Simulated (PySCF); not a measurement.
Compound: difluorophosphine, F2HP.
Atom-mapped SMILES: `[F:1][PH:2][F:3]` (hydrogens: H4 on P2)

The same species was optimised twice, with GFN2-xTB and with PBE0-D3(BJ)/def2-SVP (PySCF), and the same property calculations (PySCF, gas phase) were run on both structures.

```
  coordinate  GFN2-xTB  PBE0-D3(BJ)/def2-SVP  change
   P2–H4 (Å)     1.418                 1.442  +0.024
   F1–P2 (Å)     1.617                 1.609  -0.008
   P2–F3 (Å)     1.616                 1.610  -0.006
F1–P2–F3 (°)      94.8                  99.3    +4.5
F3–P2–H4 (°)      92.6                  95.7    +3.1
F1–P2–H4 (°)      92.6                  95.6    +3.0
```

Rotational constants: A = 22051, B = 9074, C = 6762 MHz (GFN2-xTB) against A = 23857, B = 8555, C = 6618 MHz (PBE0-D3(BJ)/def2-SVP). Point groups within 0.08 Å: Cs and Cs.

On the GFN2-xTB structure: HOMO (eV) -8.34 [PBE0/pcSseg-1]; LUMO (eV) -0.75 [PBE0/pcSseg-1]; dipole (D) 1.93 [PBE0/pcSseg-1]; GIAO shielding of F1/F3 (mean) (ppm) 306.5 [PBE0/pcSseg-1]; GIAO shielding of P2 (ppm) 68.4 [PBE0/pcSseg-1].

What do these properties become on the PBE0-D3(BJ)/def2-SVP structure?

| property | level | on GFN2-xTB | on PBE0-D3(BJ)/def2-SVP | change |
| --- | --- | --- | --- | --- |
| HOMO (eV) | PBE0/pcSseg-1 | -8.34 | -8.13 | +0.21 |
| LUMO (eV) | PBE0/pcSseg-1 | -0.75 | -0.45 | +0.30 |
| dipole (D) | PBE0/pcSseg-1 | 1.93 | 1.67 | -0.26 |
| energy, GFN2-xTB geometry as zero (kcal/mol) | PBE0/pcSseg-1 | 0.0 | -1.1 | -1.1 |
| GIAO shielding of F1/F3 (mean) (ppm) | PBE0/pcSseg-1 | 306.5 | 304.0 | -2.5 |
| GIAO shielding of P2 (ppm) | PBE0/pcSseg-1 | 68.4 | 68.7 | +0.3 |

The heavy atoms differ by 0.039 Å rms after alignment. Among all bonds P2–H4 changes most (+0.024 Å). Changes are differences of the printed values. Neither structure is proved a minimum here.
